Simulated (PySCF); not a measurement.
## How methods differ on the ionisation energy of Al

Al [Ne] 3s2 3p1 (2P) → Al⁺ [Ne] 3s2 (1S), as a difference of total energies. All numbers are calculated (PySCF 2.14, scalar relativity by spin-free X2C-1e, in Sapporo-DZP-2012 (5s4p2d, 27 functions)). Correlated levels: valence: [Ne] frozen. The calculations carry no spin-orbit coupling.

```json
{"method": "UHF", "ionisation energy (eV)": "5.600", "error (eV)": "-0.377"}
{"method": "r2SCAN", "ionisation energy (eV)": "6.174", "error (eV)": "+0.197"}
{"method": "MN15", "ionisation energy (eV)": "5.662", "error (eV)": "-0.315"}
{"method": "MP2 (valence)", "ionisation energy (eV)": "5.780", "error (eV)": "-0.197"}
{"method": "SCS-MP2 (valence)", "ionisation energy (eV)": "5.765", "error (eV)": "-0.212"}
{"method": "CCSD (valence)", "ionisation energy (eV)": "5.907", "error (eV)": "-0.070"}
{"method": "CCSD(T) (valence)", "ionisation energy (eV)": "5.926", "error (eV)": "-0.051"}
```

Reference: 5.977 eV (measured; NIST levels, between the centres of gravity of the two terms).

Errors of the correlated levels include the incompleteness of this basis and the frozen core.
